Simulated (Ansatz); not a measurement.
This Ansatz (a first-principles code) input (PBE/aug-cc-pVTZ) gives -151.46444 Eh with 138 basis functions. A basis named .json is the Basis Set Exchange file of that set (core-valence sets with the plain set on hydrogen).

Ansatz 0.2 input:
```yaml
crystal:
  periodic: [false, false, false]
  atoms:
    - {symbol: O, position_ang: [0.01545466, 0.72381182, -0.07020381]}
    - {symbol: O, position_ang: [-0.01124373, -0.72607760, -0.04190313]}
    - {symbol: H, position_ang: [0.80569804, 0.89668240, 0.46138431]}
    - {symbol: H, position_ang: [-0.83938551, -0.87855617, 0.43547118]}
basis:
  gaussian:
    orbitals: aug-cc-pVTZ
    fitting: {mean_field: cc-pVTZ-JKFIT.json}
hamiltonian:
  xc: {name: PBE}
magnetization: {spin_polarized: false}
```

Change:
```diff
- fitting: {mean_field: cc-pVTZ-JKFIT.json}
+ final_grid: {core_spheres: 18, valence_spheres: 15, degree: 47}
```

Q: What does the run give now?

A: -151.46441 Eh (PBE/aug-cc-pVTZ, 138 functions), a change of +0.03 mEh.
